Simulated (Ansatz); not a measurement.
Ansatz (a quantum-chemistry and plane-wave program) job for CH4O, SMILES CO, CAM-B3LYP/def2-TZVPD. The structure is a stationary point at ωB97X-D3(BJ)/def2-TZVP.

Ansatz 0.2 input:
```yaml
crystal:
  periodic: [false, false, false]
  atoms:
    - {symbol: C, position_ang: [-0.01998565, 0.66412501, 0.00000000]}
    - {symbol: O, position_ang: [0.12231255, -0.74737998, 0.00000000]}
    - {symbol: H, position_ang: [-0.54561545, 1.02521908, 0.89255271]}
    - {symbol: H, position_ang: [0.98633377, 1.08468768, 0.00000000]}
    - {symbol: H, position_ang: [-0.54561542, 1.02521907, -0.89255274]}
    - {symbol: H, position_ang: [-0.75368938, -1.14083603, -0.00000001]}
basis:
  gaussian:
    orbitals: def2-TZVPD
hamiltonian:
  xc: {name: CAM-B3LYP}
```

Output:

```
Functional definition: CAM-B3LYP
integrals: 0.02 GiB planned
562 factors; their error is unknown
integrals: 0.06 GiB planned
276 factors; integrals over basis functions are off by at most 1.7e-5 eV
mean field: 0.34 GiB planned
mean field evaluation 1: about -3145.2323 eV, gradient 4.6e1 eV
mean field evaluation 2: about -3143.7664 eV, gradient 5.6e1 eV
mean field evaluation 4: about -3149.0203 eV, gradient 1.7e0 eV
mean field evaluation 8: about -3149.0259 eV, gradient 2.8e-2 eV
mean field evaluation 16: about -3149.0136 eV, gradient 2.6e-5 eV
mean field -3149.01357209 eV, -115.7241142964 hartree, gradient 2.6e-5 eV, S^2 0.000000; 0 other end points of the search recorded, 0 dependent functions left out
reference -3149.01368235 eV, -115.7241183482 hartree; 9, 9 occupied and 104, 104 virtual orbitals, 562 factors
Total energy: -3149.01368235 eV, -115.7241183482 hartree
```

The calculation finished and met its thresholds.
